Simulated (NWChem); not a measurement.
Species: dichloromethane (CH₂Cl₂); SMILES ClCCl

All runs: NWChem. All runs use the structure optimised with B3LYP/6-31G* (spherical d). Ions are spin-unrestricted doublets at the neutral geometry; other ion states weren't tried.

Question: Predict the results for PBE0/def2-SVP. Quantities: vertical ionisation energy, ΔSCF (eV); −ε(HOMO) (eV).

Answer: 
```yaml
vertical ionisation energy, ΔSCF (eV): 11.07
"−ε(HOMO) (eV)": 8.52
```
